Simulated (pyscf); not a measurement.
`[NH2][SiH2][SiH3]` + `[H][H]` -> `[NH2][SiH3]` + `[SiH4]`, a four-centre exchange (singlet surface; Si–Si, H–H broken, H–Si, H–Si formed). Optimised with ωB97X-D3(BJ)/def2-SVP in PySCF. Energies in kcal/mol from the separated reactants.

Small-basis levels: PySCF, no dispersion term, spherical d functions. AM1 to PM7: differences of heats of formation from MOPAC, which are fitted to 298 K values and so differ in kind from electronic energies by zero-point and thermal terms. GFN2-xTB: tblite. Cost: rough CPU time at the saddle relative to B3LYP/6-31G*, from one job on a shared machine.

```tsv
level	barrier	reaction energy	cost
SVWN5/6-31G*	(withheld)	-2.1	1
B3LYP/3-21G	94.2	-3.0	0.7
M06-2X/6-31G*	76.2	-5.4	2
B3LYP/6-311+G**	(withheld)	-7.8	2
GFN2-xTB	56.8	-28.6	under 0.02
AM1	81.9	-8.2	under 0.02
PM3	75.6	+19.3	under 0.02
ωB97M-D3(BJ)/def2-TZVP	(withheld)	-7.2	–
```

**Question.** Complete the blanks.

**Answer.** 
- SVWN5/6-31G*, barrier: 58.0
- B3LYP/6-311+G**, barrier: 72.4
- ωB97M-D3(BJ)/def2-TZVP, barrier: 67.2

Against the last row the barrier runs from -10.4 (GFN2-xTB) to +27.0 kcal/mol (B3LYP/3-21G). ωB97M-D3(BJ)/def2-TZVP has limits of its own. At the saddle there is also a short H–Si contact that neither side keeps. H₂N–SiH₂–SiH₃ lies 14.8 kcal/mol over its isomer H₃Si–NH–SiH₃ (electronic energy, ωB97M-D3(BJ)/def2-TZVP). One saddle was located; it need not be the lowest between these sides.
